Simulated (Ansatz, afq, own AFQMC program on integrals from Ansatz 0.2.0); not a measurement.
## SiGeH⁺, triplet in cc-pVDZ, levels against CCSDTQ

```json
{"atom": "Si", "x (Å)": "0.0000", "y (Å)": "0.0406", "z (Å)": "1.7372"}
{"atom": "Ge", "x (Å)": "0.0000", "y (Å)": "-0.0362", "z (Å)": "-0.6556"}
{"atom": "H", "x (Å)": "0.0000", "y (Å)": "1.4755", "z (Å)": "-1.1562"}
```

Connectivity, by distances: Si–GeH.

Basis cc-pVDZ. Noble-gas cores (and the filled d shells of Ga–Kr and In–Xe) are frozen. Ansatz 0.2.0 and our own AFQMC program on the same integrals; the CISD trial comes from CCSD amplitudes, and released means the phaseless constraint is let go. ± is one standard error of the sampling. No spin–orbit coupling.

Determinant: UHF, the one that the program's search chose, which needn't be the lowest solution. The geometry is a PBE0/def2-TZVP stationary point of this or a neighbouring charge and spin state.

No full CI on the walks' own integrals is used here; CCSDTQ serves as the reference and is uncertain by about the last step of the cluster series.

Cautions: no relativity below Rb; no spin-orbit coupling; inner d shell frozen; lower spins were not checked; strong correlation (T1 0.051, weight of the determinant 0.83, largest double 0.09); unrestricted determinant spin contaminated (⟨S²⟩ 2.14 against 2.00); the released energies are still falling, so no released level is given (meV from the phaseless value at times in 1/Eh: -6 ± 3 at 0.24, -11 ± 3 at 0.51, -14 ± 3 at 0.99, -20 ± 4 at 1.62, -27 ± 4 at 2.40).

- T1 diagnostic: 0.0506
- weight of the determinant in the CISD state: 0.833
- ⟨S²⟩ of the determinant: 2.140
- size of the correlated space: 8 electrons in 31 orbitals

Reference: CCSDTQ, correlation energy -4.398 eV.

| level | E − E(reference) (mEh) | share of correlation (%) |
| --- | --- | --- |
| HF | 161.63 | 0.00 |
| MP2 | 48.73 | 69.85 |
| CCSD | 9.39 | 94.19 |
| CCSD(T) | 2.72 | 98.31 |
| CCSDT | 0.53 | 99.67 |
| CCSDT(Q) | 0.01 | 100.00 |
| ph-AFQMC/HF | 4.17 ± 0.82 | 97.42 |
| ph-AFQMC/CISD | 1.43 ± 0.13 | 99.11 |

CCSDT and higher add their correlation energy to the determinant of the CCSD(T) run, since their own runs factorise the integrals more tightly (a shift of under 2 meV). A walk keeps the symmetry of its determinant, which the program's search chose and which needn't be the lowest solution, so a lower state of the same spin and another symmetry isn't excluded.
